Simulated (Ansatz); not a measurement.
Diamond was calculated with rVV10 (Ansatz, a program for electronic structure, PAW).

Settings: plane-wave cutoff 520 eV, 16×16×16 k mesh, Fermi–Dirac smearing 0.01 eV, scalar-relativistic PAW data made under PBE.

Energies at three volumes about the minimum:

```json
[
 {"V (Å³/atom)": "5.641", "E − E_lowest (meV/atom)": "3.18"},
 {"V (Å³/atom)": "5.757", "E − E_lowest (meV/atom)": "0.00"},
 {"V (Å³/atom)": "5.872", "E − E_lowest (meV/atom)": "2.91"}
]
```

Fit a parabola by hand: where is the minimum, what lattice constant follows, and what is the bulk modulus?

Slopes: (0.00 − 3.18)/(5.757 − 5.641) = -27.414 and (2.91 − 0.00)/(5.872 − 5.757) = 25.304 meV/Å³. Curvature E″ = 2 × (25.304 − (-27.414))/(5.872 − 5.641) = 456.433 meV/Å⁶. From the middle of the first interval, the slope vanishes at V0 = 5.6990 − (-27.414)/456.433 = 5.759 Å³/atom. B = V0 E″ = 5.759 × 456.433 meV/Å³ × 0.1602 GPa per meV/Å³ = 421 GPa. With 8 atoms in the cube, a = (8 × 5.759)^(1/3) = 3.585 Å. The full Birch–Murnaghan fit to all volumes gives V0 = 5.757 Å³/atom and B0 = 423 GPa.

Measured, for comparison: bulk modulus 455 GPa (0 K value with the zero-point phonon effect removed; as tabulated in Mejia-Rodriguez and Trickey (2018), arXiv:1807.09216); lattice constant a 3.553 Å (static lattice: zero-point anharmonic expansion removed, our sources range from 3.543 to 3.555; as tabulated in Mejia-Rodriguez and Trickey (2018), arXiv:1807.09216). Computed (rounded) less measured: bulk modulus -7 %.
